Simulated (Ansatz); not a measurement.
Ansatz (a program for electronic structure) input:

Ansatz 0.2 input:
```yaml
crystal:
  periodic: [false, false, false]
  atoms:
    - {symbol: C, position_ang: [0.00208896, 0.11076286, 0.56554208]}
    - {symbol: C, position_ang: [0.00769666, 1.29361937, -0.33312299]}
    - {symbol: C, position_ang: [-0.00859851, -1.22977573, -0.19896260]}
    - {symbol: H, position_ang: [-0.87541578, 0.14180117, 1.21884811]}
    - {symbol: H, position_ang: [0.88120435, 0.13115753, 1.21648066]}
    - {symbol: H, position_ang: [-0.01458955, -2.07109408, 0.49776324]}
    - {symbol: H, position_ang: [0.93564434, 1.69815158, -0.71482722]}
    - {symbol: H, position_ang: [-0.91438724, 1.68006178, -0.74684719]}
    - {symbol: H, position_ang: [-0.89180820, -1.30714854, -0.83534718]}
    - {symbol: H, position_ang: [0.87222938, -1.32056836, -0.83680937]}
basis:
  gaussian:
    orbitals: def2-TZVPD
hamiltonian:
  xc: {name: wB97M-V}
magnetization: {spin_polarized: true, initial_magnetization: 1}
output: {forces: true}
```

**Question.** What final total energy does it print?

**Answer.** -118.42841 Eh (wB97M-V/def2-TZVPD). The basis has 174 functions.

It need not be the lowest isomer of its formula.
